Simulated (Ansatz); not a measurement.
Input for Ansatz (development build ahead of 0.2.0):

```yaml
crystal:
  periodic: [false, false, false]
  atoms:
    - { symbol: Na, position_ang: [0.0, 0.0, -1.18592] }
    - { symbol: O, position_ang: [0.0, 0.0, 1.17643] }
    - { symbol: H, position_ang: [0.0, 0.82477, 1.81682] }
    - { symbol: H, position_ang: [0.0, -0.82477, 1.81682] }
basis:
  gaussian: { orbitals: def2-TZVP }
total_charge: 1
hamiltonian:
  xc: hf
correlation:
  method: mp2
  frozen_orbitals: { H: 0, Na: 1, O: 1 }
```

The input is written out in the form of the current development build from the run's settings.

The run gave:

| Item | Value |
| --- | --- |
| Converged | yes |
| Reference energy | -237.75220 hartree |
| Correlation energy | -0.42053 hartree |
| Total energy | -238.17273 hartree |
| Spin squared of the determinant | 0.000 |
